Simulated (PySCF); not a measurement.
Numbering as in the mapped SMILES `[CH3:1][CH2:2][CH2:3][CH2:4][CH3:5]`. Each H is labelled by its parent atom.

GIAO shifts from PySCF 2.14 on PBE0-D3(BJ)/def2-SVP geometries (one conformer, non-relativistic, equivalent nuclei averaged), against TMS at the same level and in the same medium; PCM means IEF-PCM chloroform.

Measured (solution, CDCl3, 298 K; Fulmer et al., Organometallics 2010, 29, 2176): C1/C5 14.1, C2/C4 22.4, C3 34.2, H(C1)/H(C5) 0.88 ppm.

Task: Which unscaled values do B97-2/pcSseg-2, gas; PBE0/pcSseg-1, PCM; WP04/pcSseg-1, PCM; wB97X-D/pcSseg-1, PCM give, and how close are they?

Result: 
```tsv
atoms	measured	B97-2/pcSseg-2, gas	PBE0/pcSseg-1, PCM	WP04/pcSseg-1, PCM	wB97X-D/pcSseg-1, PCM
C1/C5	14.1	17.6	16.9	18.4	17.0
C2/C4	22.4	29.3	27.6	29.2	26.9
C3	34.2	40.3	38.6	38.2	37.7
H(C1)/H(C5)	0.88	0.96	0.99	0.95	0.99
```

Mean absolute error for 13C: B97-2/pcSseg-2, gas 5.5, PBE0/pcSseg-1, PCM 4.1, WP04/pcSseg-1, PCM 5.0, wB97X-D/pcSseg-1, PCM 3.6 ppm.

Mean absolute error for 1H: B97-2/pcSseg-2, gas 0.08, PBE0/pcSseg-1, PCM 0.11, WP04/pcSseg-1, PCM 0.07, wB97X-D/pcSseg-1, PCM 0.11 ppm.
